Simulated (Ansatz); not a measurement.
CH2O, SMILES `C=O` (charge 0, multiplicity 1).

Cartesian coordinates (Å):
```xyz
4

C     -0.0048     0.0006     0.0007
O      1.1698    -0.1447    -0.1676
H     -0.6997    -0.8605     0.0708
H     -0.4653     1.0047     0.0961
```
Charge 0, multiplicity 1.

Frozen-core energies in 6-31g from Ansatz (a quantum-chemistry and plane-wave program) at a geometry from PBE0-D3(BJ)/def2-TZVP; the HF reference has <S^2> = 0.00 and the T1 diagnostic is 0.016.

```
level     energy (Ha)  difference from CCSDTQ (mHa)
--------  -----------  ----------------------------
HF         -113.80714                        233.73
MP2        -114.02339                         17.48
CCSD       -114.03394                          6.93
CCSD(T)    -114.03970                          1.17
CCSDT      -114.04012                          0.75
CCSDT(Q)   -114.04098                         -0.11
CCSDTQ     -114.04087                          0.00
```
